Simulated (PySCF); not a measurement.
Excitations are Tamm–Dancoff values on a coarser integration grid. The basis has no diffuse functions, so Rydberg states are missing or too high.

# C₃H₉N, SMILES `CN(C)C` (charge 0, multiplicity 1)

Calculation: PBE-D3(BJ)/def2-TZVP // PBE0-D3(BJ)/def2-SVP run with PySCF.

```
Item                                                              Value
--------------------------------------  -------------------------------
HOMO                                                           -4.74 eV
dipole moment                                                    0.31 D
HOMO–LUMO gap                                                   5.10 eV
LUMO                                                            0.36 eV
S1 excitation (TDA)                                             5.18 eV
S1 oscillator strength                                            0.043
T1 excitation (TDA)                                             5.00 eV
S1–T1 gap (TDA)                                                 0.18 eV
vertical ionisation energy (Delta-SCF)                          8.14 eV
total energy                                               -174.2994 Ha
cost                                    around 2.1 core-minutes (rough)
```

```xyz
13

C      1.1993    -0.6767     0.1100
N     -0.0749    -0.0898     0.4275
C     -0.0640     1.3439     0.3132
C     -1.1559    -0.6918    -0.3061
H      1.1737    -1.7629     0.2907
H      1.9858    -0.2488     0.7513
H      1.5069    -0.5190    -0.9508
H     -1.0284     1.7596     0.6451
H      0.1174     1.7033    -0.7274
H      0.7233     1.7708     0.9543
H     -2.1198    -0.2752     0.0261
H     -1.1801    -1.7780    -0.1253
H     -1.0834    -0.5354    -1.4084
```
Charge 0, spin multiplicity 1.
